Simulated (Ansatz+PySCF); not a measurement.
doublet C₂H₂N: levels of theory in one basis

```tsv
atom	x (Å)	y (Å)	z (Å)
C	0.0000	0.0000	-0.8146
N	0.0000	0.0000	-1.9632
C	0.0000	0.0000	0.5637
H	0.0000	-0.9352	1.1070
H	0.0000	0.9352	1.1070
```

Basis set: cc-pVTZ (spherical functions). Frozen core: 3 orbitals. Correlation on ROHF uses semicanonical orbitals with singles. Charge 0, multiplicity 2.

Computed with Ansatz (development build ahead of 0.2.0) and PySCF 2.14.0; each method stands on the lowest determinant of its kind that the runs found.

```
      method  E − E(ROHF) (eV)  <S²> of the determinant
        ROHF              0.00                     0.75
         UHF             -0.37                     0.90
     UHF-MP2            -12.84                     0.90
ROHF-CCSD(T)            -14.25                        –
```

Question: What does ROHF-MP2 give on the same scale?

Answer: -13.20 eV.

Caution for UHF, UHF-MP2: the unrestricted determinant is spin contaminated. Caution for ROHF-MP2, UHF-MP2: forces differ strongly between restricted and unrestricted references.
